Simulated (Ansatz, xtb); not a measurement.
## C2HS+: where a starting geometry ends

The starting geometry of this gas-phase singlet has its atoms placed at random.

```xyz
4

C    -0.8472    0.6584    0.1440
C     0.3121   -0.8139   -1.3839
S     0.0440   -0.2857    1.0999
H     0.8762   -1.0840    0.8269
```

Task: Guess where an optimisation with r2SCAN-D4/def2-SVP ends from this start.

Result: It ends as `[C+]#CS`. Distances that change by over a tenth: S3–H4 (1.19 → 1.38 Å). Contacts that close: C1–C2 (2.42 → 1.34 Å).

The energy falls by 6.58 eV over 20 steps:

```csv
step,E − E(last) (eV)
1,6.585
3,2.846
5,1.374
7,1.308
9,1.302
12,0.990
14,0.269
16,0.010
18,0.000
20,0.000
```

Final geometry (Å):

```yaml
atoms:
  - { symbol: C, position_ang: [-0.3042, -0.1954, -0.2897] }
  - { symbol: C, position_ang: [-0.3379, 0.0701, -1.5995] }
  - { symbol: S, position_ang: [0.2263, -0.0756, 1.2121] }
  - { symbol: H, position_ang: [0.8008, -1.3244, 1.3640] }
```

From the same start GFN2-xTB reaches the same bonding as this run.

From so rough a start the end depends on the optimiser's path, so another program may land elsewhere. The end wasn't checked by frequencies. Run with Ansatz 0.2.0, 44 s on 1 thread of Intel(R) Xeon(R) Processor @ 2.50GHz (Skylake/Cascade Lake), on a shared host.
